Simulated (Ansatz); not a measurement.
The input, for Ansatz 0.2.0:

```yaml
crystal:
  periodic: [false, false, false]
  atoms:
    - {symbol: F, position_ang: [-0.019893, 0.520114, 2.618438]}
    - {symbol: Ga, position_ang: [-0.020726, -0.273001, 1.012625]}
    - {symbol: Ga, position_ang: [0.027238, 0.112543, -1.720125]}
    - {symbol: H, position_ang: [-0.075539, 1.295950, -0.413860]}
basis:
  gaussian: {orbitals: STO-3G}
magnetization: {spin_polarized: false}
correlation: {method: ccsdt_q, electrons: valence}
scf: {lower_state_search: full}
output: {forces: true}
```

```sh
$ ansatz run in.yaml --threads 1 --pin off --events-out ev --progress --plain --max-ram 2393MiB
```

Output:

```
552 factors; integrals over basis functions are off by at most 5.3e-8 eV
mean field evaluation 1: about -106127.4302 eV, gradient 2.0e1 eV
mean field evaluation 2: about -106127.4670 eV, gradient 2.0e1 eV
mean field evaluation 4: about -106130.3111 eV, gradient 3.6e0 eV
mean field evaluation 8: about -106130.7655 eV, gradient 1.4e0 eV
mean field evaluation 16: about -106131.1040 eV, gradient 2.8e-1 eV
mean field evaluation 32: about -106129.5022 eV, gradient 1.3e1 eV
mean field evaluation 64: about -106131.0094 eV, gradient 2.7e0 eV
mean field evaluation 96: about -106131.1089 eV, gradient 2.8e-2 eV
mean field evaluation 128: about -106131.0873 eV, gradient 2.2e-1 eV
mean field evaluation 160: about -106131.0727 eV, gradient 6.3e-1 eV
...
mean field -106131.11791658 eV, -3900.2466451788 hartree, gradient 1.9e-6 eV, S^2 0.000000; 9 other end points of the search recorded, 0 dependent functions left out; unrestricted orbitals would lower it
...
determinant -106131.11791658 eV, -3900.2466451788 hartree, with singles and doubles -106137.71267594 eV, -3900.4889981151 hartree
determinant -106131.10874933 eV, -3900.2463082887 hartree, with singles and doubles -106137.55560410 eV, -3900.4832258315 hartree
determinant -106131.11791658 eV, -3900.2466451788 hartree, with no singles and doubles
determinant -106131.10874933 eV, -3900.2463082887 hartree, with no singles and doubles
unrestricted determinant -106138.73351338 eV, -3900.5265131992 hartree, S^2 1.9605
19 core orbitals not correlated: weight in the atoms' cores, before any rotation towards them, 1.000 or more for the frozen orbitals, at most 0.000 for the correlated occupied ones
reference -106131.11791658 eV, -3900.2466451788 hartree; 17, 17 occupied and 6, 6 virtual orbitals, 552 factors
second order -3.84224599 eV of doubles, -0.00000000 eV of singles
...
cycle 290  -5.54910902 eV  change   -3.2e-2 eV  update   1.4e-1
cycle 291  -5.55631932 eV  change   -7.2e-3 eV  update   1.4e-1
cycle 292  -5.55078065 eV  change    5.5e-3 eV  update   1.3e-1
cycle 293  -5.54149747 eV  change    9.3e-3 eV  update   1.4e-1
cycle 294  -5.51044004 eV  change    3.1e-2 eV  update   1.5e-1
cycle 295  -5.46167702 eV  change    4.9e-2 eV  update   1.3e-1
cycle 296  -5.42632716 eV  change    3.5e-2 eV  update   1.3e-1
cycle 297  -5.42561474 eV  change    7.1e-4 eV  update   1.1e-1
cycle 298  -5.42393570 eV  change    1.7e-3 eV  update   1.1e-1
cycle 299  -5.49092031 eV  change   -6.7e-2 eV  update   1.3e-1
Error: not converged in 300 cycles: update norm 1.319e-1, energy change -6.459e-2 eV, smallest ratio of the change in the update to the step in singles and doubles: 1.9e-1
```

The run gave no result to rely on (not converged).

Ran on 1 thread of Arm Neoverse V1, shared host: 1.9 min wall, 0.91 GiB peak host memory.
